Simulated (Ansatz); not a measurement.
ZrNb3: from a trial structure to a relaxed crystal

The calculation used DFT PBE, scalar-relativistic, plane waves, PAW in Ansatz. Cutoff 420 eV, Γ-centred k mesh, Gaussian smearing, no spin polarisation in the final step.

The start puts ZrNb3 on the Cu3Au (L1_2) structure type (Pm-3m, No. 221), with Zr in place of Au, Nb in place of Cu, at a guessed volume.

```xyz
4
Lattice="3.9661 0.0000 0.0000 0.0000 3.9661 0.0000 0.0000 0.0000 3.9661" Properties=species:S:1:pos:R:3 pbc="T T T"
Zr    0.0000    0.0000    0.0000
Nb    0.0000    1.9831    1.9831
Nb    1.9831    0.0000    1.9831
Nb    1.9831    1.9831    0.0000
```

Cell and atoms relax at zero pressure; the relaxation can't lower the symmetry of the start. After a coarse first stage the cell is made exact in the group found at 0.06 Å.

The zero of energy is the elements' standard structures at the same level; no fitted shifts are applied.

(1) What does it relax into?

(2) What are its volume, energy, density and gap?

Answers

(1) It keeps Pm-3m (No. 221). The result has the Cu3Au (L1_2) structure. Conventional cell: a = 4.289 Å. Zr has 12 Nb at 3.03 Å; Nb has 4 Zr at 3.03 Å and 8 Nb at 3.03 Å.

```xyz
4
Lattice="4.2892 0.0000 0.0000 0.0000 4.2892 0.0000 0.0000 0.0000 4.2892" Properties=species:S:1:pos:R:3 pbc="T T T"
Zr    0.0000    0.0000    0.0000
Nb    0.0000    2.1446    2.1446
Nb    2.1446    0.0000    2.1446
Nb    2.1446    2.1446    0.0000
```

(2) The volume per atom is 19.73 Å³. The density is 7.79 g/cm³ and the energy over the elements is 0.29 eV/atom. The gap on the 12×12×12 mesh is 0 eV (a metal).

The final run used a 12×12×12 mesh on its 4-atom cell and 0.10 eV smearing. The k mesh leaves about 4 meV/atom of noise in metals. A structure relaxed within its symmetry needn't be a true minimum.

Cost: 3 runs of about 0.82 core-minutes in all, on Arm Neoverse V2 (shared hosts).